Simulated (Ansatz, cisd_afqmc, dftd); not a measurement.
Reaction: H2O2 (hydrogen peroxide, SMILES OO) → 2 HO (SMILES [OH], doublet) (the O-O bond breaks)
Each species at its own B3LYP-D3(BJ)/def2-TZVP minimum (Ansatz, a first-principles code).

Property: bond dissociation energy (electronic), in kcal/mol. Radicals and triplets start from unrestricted determinants; spin-orbit coupling is neglected. Cores are frozen in correlated methods. Rows without X2C or -DK are non-relativistic. AFQMC is phaseless with a CISD trial state; ± is one standard error, without the phaseless bias. Outlying blocks are dropped, and bars are widened where a walk drifts. Over all cases where full CI ran beside it in this data, AFQMC minus full CI had a median of +0.1 mEh and passed +0.4 mEh in a tenth of the cases. CBS(X,Y): correlation extrapolated as X^-3, Hartree-Fock from the larger set (Q,5: extrapolated as (X+1)exp(-9√X)). A bracket is a step between two methods taken in the basis named. Functionals run without relativity, which enters their misses. Double hybrids freeze cores in their MP2 part. 'core' is core correlation in cc-pwCVTZ, 'X2C' scalar relativity in cc-pVTZ-DK, both at CCSD(T).

| level | program | bond dissociation energy (kcal/mol) |
|---|---|---|
| PBE-D3(BJ)/def2-TZVPD | Ansatz + dftd3 | 62.4 |
| wB97M-V/def2-TZVPD | Ansatz | 53.9 |
| B2PLYP-D3(BJ)/def2-TZVPD | Ansatz + dftd3 | 51.6 |
| CCSD/cc-pVTZ | Ansatz | 47.0 |
| CCSDT(Q)/cc-pVDZ | Ansatz | 47.6 |
| CCSDT(Q)/cc-pVTZ | Ansatz | [?] |
| CCSDTQ/cc-pVDZ | Ansatz | 47.5 |
| AFQMC/CISD/cc-pVDZ | cisd_afqmc | 47.9 ± 0.2 |
| CCSD(T)/CBS(cc-pVQZ,cc-pV5Z) + [CCSDT(Q) - CCSD(T)]/cc-pVDZ + core + X2C | Ansatz | [?] |
| CCSD(T)/CBS(cc-pVQZ,cc-pV5Z) + [CCSDT(Q) - CCSD(T)]/cc-pVTZ + [CCSDTQ - CCSDT(Q)]/cc-pVDZ + core + X2C | Ansatz | [?] |

Complete the blanks.


- CCSDT(Q)/cc-pVTZ, bond dissociation energy (kcal/mol): 52.3
- CCSD(T)/CBS(cc-pVQZ,cc-pV5Z) + [CCSDT(Q) - CCSD(T)]/cc-pVDZ + core + X2C, bond dissociation energy (kcal/mol): 55.1
- CCSD(T)/CBS(cc-pVQZ,cc-pV5Z) + [CCSDT(Q) - CCSD(T)]/cc-pVTZ + [CCSDTQ - CCSDT(Q)]/cc-pVDZ + core + X2C, bond dissociation energy (kcal/mol): 54.7
